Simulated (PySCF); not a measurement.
Species: glycidol, C₃H₆O₂.
SMILES: `OC[C@H]1CO1`

Torsions of this conformer, `[OH:1][CH2:2][C@H:3]1[CH2:4][O:5]1`: O1–C2–C3–C4 -137°, H–O1–C2–C3 56°.

The closed-shell ground state was solved at several levels (PySCF, density fitting, gas phase, non-relativistic). One conformer (not necessarily the lowest) at the PBE0-D3(BJ)/def2-SVP geometry, without solvent, vibrations or thermal averaging.

```
          level  basis functions  total energy (Eh)  HOMO (eV)  LUMO (eV)  gap (eV)  dipole (D)
B3LYP/def2-SVPD              154          -268.1453      -7.69       0.51      8.20        2.17
  PBE0/pcSseg-1              115          -267.9943      -7.74       1.67      9.41        2.13
    B3LYP/pcJ-1              195          -268.3323      -7.46       1.34      8.80        2.12
```

What might KT3/pcSseg-2 (264 basis functions) give for the same quantities?

Total energy -272.3112 Eh, HOMO -6.39 eV, LUMO -0.13 eV, gap 6.26 eV, dipole 1.87 D.

Over all these levels, which gives the widest orbital gap and which the narrowest?

PBE0/pcSseg-1 (global hybrid, 25 % exact exchange) has the widest, 9.41 eV, and KT3/pcSseg-2 (GGA) the narrowest, 6.26 eV. Functional and basis both differ between the two, so the spread mixes both effects.

How far do the dipole and the HOMO energy spread over the levels?

The dipole runs from 1.87 to 2.17 D (mean 2.07 D) and the HOMO from -7.74 to -6.39 eV.
